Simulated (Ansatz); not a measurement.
**Nuclear-site quantities of Li as the cell is scaled**

```
CELL_PARAMETERS angstrom
-1.71776 1.71776 1.71776
1.71776 -1.71776 1.71776
1.71776 1.71776 -1.71776
ATOMIC_POSITIONS crystal
Li 0.00000 0.00000 0.00000
```

The cell was built from the bcc type and relaxed in the same program, and has space group Im-3m; it needn't be a known or the stable phase.

Level of theory: DFT, PBE, all-electron PAW with datasets made for the crystal, scalar-relativistic in Ansatz 0.2.0.

The runs use a Γ-centred 14×14×14 k mesh, Fermi–Dirac smearing of 0.03 eV, cutoff 100 eV (chosen by the program for this cell), no spin polarisation.

The contact density is the mean electron density over the nuclear volume; its changes follow the s electrons' response to bonding and compression. Changes below are taken from the unscaled cell, where it is 94.7664 e/Å³ at Li.

| V/V(cell) | P (GPa) | Δρ(0) Li (e/Å³) |
| --- | --- | --- |
| 0.9600 | 0.6 | 0.03 |
| 1.0000 | 0.0 | 0.00 |
| 1.0400 | -0.5 | -0.02 |

The datasets are made afresh for each cell, so very small changes are uncertain.
